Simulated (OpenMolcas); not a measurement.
**AlO (oxoaluminum): the vertical energy of the quartet above the doublet, rung by rung**

The species is AlO (2 atoms), meant as a doublet with charge 0. As SMILES, `[O]=[Al]`. The coordinates come from a PBE0-D4/def2-TZVP relaxation.

```xyz
2

O     0.0000    0.0000   -0.0249
Al    0.0000    0.0000    1.5950
```

Each level gives the vertical energy of the quartet above the doublet (eV). The values are calculated.

| level | kind | program | value (eV) | less CCSD(T)/def2-TZVPPD | CPU time (all runs) |
| --- | --- | --- | --- | --- | --- |
| USVWN5/def2-TZVPPD | LDA | OpenMolcas | 4.50 | +0.78 | 21 s |
| UBLYP/def2-TZVPPD | GGA | OpenMolcas | 4.28 | +0.56 | 34 s |
| UPBE/def2-TZVPPD | GGA | OpenMolcas | 4.10 | +0.38 | 36 s |
| UM06-L/def2-TZVPPD | meta-GGA | OpenMolcas | 3.85 | +0.13 | 52 s |
| UTPSS/def2-TZVPPD | meta-GGA | OpenMolcas | 3.89 | +0.17 | 54 s |
| UB3LYP/def2-TZVPPD | global hybrid | OpenMolcas | 3.91 | +0.19 | 36 s |
| UPBE0/def2-TZVPPD | global hybrid | OpenMolcas | 3.60 | -0.12 | 37 s |
| ROCCSD(T)/def2-TZVPPD | coupled cluster or CI | OpenMolcas | 3.72 | 0.00 | 36 s |
| FCI/STO-3G | exact in the basis | OpenMolcas | 4.61 | +0.89 | 3.7 s |

Differences are taken from ROCCSD(T)/def2-TZVPPD for orientation; it has basis-set and higher-order errors of its own. The values span 3.60 to 4.61 eV. Sets with diffuse functions come out lower, a sign that the upper state is spread out (Rydberg-like). High-level rows in very small sets aren't better than simpler rows in larger ones. Times are those of the runs behind each value, whatever else they computed, on shared processors of several kinds: orders of magnitude only.
